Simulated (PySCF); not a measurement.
All values below come from B3LYP-D3(BJ)/def2-TZVP run with PySCF. Gas-phase values, no solvent. B3LYP has the VWN-RPA correlation part, as in Gaussian. Delta-SCF ions had no search for a lower state. 

Reference species (SMILES): `F[SiH3]` (neutral, multiplicity 1).

```
Item                                       Value
--------------------------------------  --------
HOMO–LUMO gap                            9.21 eV
vertical ionisation energy (Delta-SCF)  12.51 eV
```

Changed species: `[SiH4]` (0 of 4 H replaced by F; the reference has 1 of 4 H replaced by F).

Task: Give the shifts of the HOMO–LUMO gap and vertical ionisation energy (Delta-SCF).

Result: the HOMO–LUMO gap goes up by 1.31 eV, to 10.52 eV; the vertical ionisation energy (Delta-SCF) falls by 0.03 eV, to 12.48 eV.
